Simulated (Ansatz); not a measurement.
# CH₅AlO: functionals against CCSD(T) at one geometry

Aim: energy, forces and dipole at a displaced guess of a reacting structure, from CCSD(T) and from density functionals.

The runs use Ansatz 0.2.0, Gaussian basis; single points in def2-TZVPP.

Correlated methods freeze the cores.

### Step 1. The system as given

8 atoms, charge 0, spin multiplicity 1.

Atoms are counted from 1 here; the program's logs count them from 0.

Bond lengths: Al1–C2 2.255 Å, Al1–O3 1.406 Å, Al1–H4 1.707 Å, Al1–H5 1.585 Å, C2–H6 1.060 Å, C2–H7 1.325 Å, C2–H8 1.209 Å. Angles: C2–Al1–O3 86.7°, C2–Al1–H4 39.2°, C2–Al1–H5 121.3°, O3–Al1–H4 48.9°, O3–Al1–H5 148.8°, H4–Al1–H5 160.5°, Al1–C2–H6 97.9°, Al1–C2–H7 116.8°, Al1–C2–H8 113.2°, H6–C2–H7 122.7°, H6–C2–H8 111.0°, H7–C2–H8 96.0°.

As a file:

```
atom    x (Å)    y (Å)    z (Å)
 Al1  -1.1774  -0.1326   0.7151
  C2   0.7710   0.3002  -0.3341
  O3  -1.4187  -1.0777  -0.2969
  H4  -0.1508  -0.7761  -0.4872
  H5  -1.7539   0.8477   1.8192
  H6   1.2036   0.9161   0.4119
  H7   0.6976   0.6606  -1.6066
  H8   1.4407  -0.6887  -0.5219
```

### Step 2. CCSD(T)/def2-TZVPP

Contents of run/in.yaml:

```yaml
crystal:
  periodic: [false, false, false]
  atoms:
    - {symbol: Al, position_ang: [-1.177400, -0.132600, 0.715100]}
    - {symbol: C, position_ang: [0.771000, 0.300200, -0.334100]}
    - {symbol: O, position_ang: [-1.418700, -1.077700, -0.296900]}
    - {symbol: H, position_ang: [-0.150800, -0.776100, -0.487200]}
    - {symbol: H, position_ang: [-1.753900, 0.847700, 1.819200]}
    - {symbol: H, position_ang: [1.203600, 0.916100, 0.411900]}
    - {symbol: H, position_ang: [0.697600, 0.660600, -1.606600]}
    - {symbol: H, position_ang: [1.440700, -0.688700, -0.521900]}
basis:
  gaussian: {orbitals: def2-TZVPP}
correlation: {method: ccsd_t}
output: {forces: true}
```

No record of the launch command was kept for these runs.

### Step 3. PBE0-D4/def2-TZVPP

Edit run/in.yaml of step 2 so:

```diff
@@ -13,3 +13,3 @@
   gaussian: {orbitals: def2-TZVPP}
-correlation: {method: ccsd_t}
-output: {forces: true}
+hamiltonian: {xc: pbe0, dispersion: d4}
+output: {forces: true, orbitals: {seedname: orbitals}}
```

### Step 4. wB97M-V/def2-TZVPP

Edit run/in.yaml of step 3 so:

```diff
@@ -13,3 +13,3 @@
   gaussian: {orbitals: def2-TZVPP}
-hamiltonian: {xc: pbe0, dispersion: d4}
-output: {forces: true, orbitals: {seedname: orbitals}}
+hamiltonian: {xc: {name: wB97M-V}}
+output: {forces: true}
```

### Step 5. r2SCAN-D4/def2-TZVPP

Edit run/in.yaml of step 4 so:

```diff
@@ -13,3 +13,3 @@
   gaussian: {orbitals: def2-TZVPP}
-hamiltonian: {xc: {name: wB97M-V}}
+hamiltonian: {xc: r2scan, dispersion: d4}
 output: {forces: true}
```

### Step 6. PBE-D4/def2-TZVPP

Edit run/in.yaml of step 5 so:

```diff
@@ -13,3 +13,3 @@
   gaussian: {orbitals: def2-TZVPP}
-hamiltonian: {xc: r2scan, dispersion: d4}
+hamiltonian: {xc: pbe, dispersion: d4}
 output: {forces: true}
```

### Step 7. wB97X-V/def2-TZVPP

Edit run/in.yaml of step 6 so:

```diff
@@ -13,3 +13,3 @@
   gaussian: {orbitals: def2-TZVPP}
-hamiltonian: {xc: pbe, dispersion: d4}
+hamiltonian: {xc: {name: wB97X-V}}
 output: {forces: true}
```

### Step 8. BLYP-D4/def2-TZVPP

Edit run/in.yaml of step 7 so:

```diff
@@ -13,3 +13,3 @@
   gaussian: {orbitals: def2-TZVPP}
-hamiltonian: {xc: {name: wB97X-V}}
+hamiltonian: {xc: {name: BLYP}, dispersion: d4}
 output: {forces: true}
```

(Steps that only read results are left out.)

What does the calculation give? Wanted: energy less free atoms, CCSD(T)/def2-TZVPP; RMS force component; RMS force error; HOMO and LUMO, PBE0-D4; T1 diagnostic.

**Answer**, as computed:

```
                                  quantity                                                                                           value
energy less free atoms, CCSD(T)/def2-TZVPP                                                                                 -521.5 kcal/mol
                       RMS force component                                                            5.032 to 5.225 eV/Å over the methods
                           RMS force error  PBE0-D4 0.220, wB97M-V 0.176, r2SCAN-D4 0.169, PBE-D4 0.155, wB97X-V 0.165, BLYP-D4 0.159 eV/Å
                    HOMO and LUMO, PBE0-D4                                                                              -7.05 and -1.05 eV
                             T1 diagnostic                                                                                           0.015
```

What this shows: Against CCSD(T) the functionals' energies less atoms differ by -28.0 to -12.9 kcal/mol, PBE-D4 by -28.0 kcal/mol. The reference is not at the basis limit: in triple zeta CCSD(T) underbinds, which counts against methods that bind more; the gaps are no ranking. On forces the order runs from PBE-D4 to PBE0-D4. Frozen-core CCSD(T) forces in triple zeta carry basis errors of their own, and this is one geometry, so small gaps rank nothing.
